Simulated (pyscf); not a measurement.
Thermochemistry of product channels of H₃C–CH₂–SiH₃ (SMILES CC[SiH3]) + H• (SMILES [H]) on the doublet surface, in kcal/mol, from ωB97M-D3(BJ)/def2-TZVP energies (ideal gas, 1 atm, RRHO with modes under 100 cm⁻¹ raised to 100, one conformer, R ln 2 for chiral ones without a mode under 150 cm⁻¹). Optimised with ωB97X-D3(BJ)/def2-SVP in PySCF.

```tsv
products	ΔE	ΔH(298 K)	ΔG(298 K)	ΔG(900 K)
H₃C–CH₂–SiH₂• (SMILES CC[SiH2]) + H₂ (SMILES [H][H])	-10.6	-9.8	-11.2	-14.1
CH₄ (SMILES C) + H₃C–SiH₂• (SMILES C[SiH2])	-29.7	-25.9	-28.9	-33.7
```

These are energies of the channels, which say nothing of barriers. H₃C–CH₂–SiH₃ lies 12.8 kcal/mol over its isomer H₃C–SiH₂–CH₃ (electronic energy, ωB97M-D3(BJ)). H₃C–CH₂–SiH₂• lies 11.7 kcal/mol over its isomer H₃C–SiH•–CH₃ (electronic energy, ωB97M-D3(BJ)).
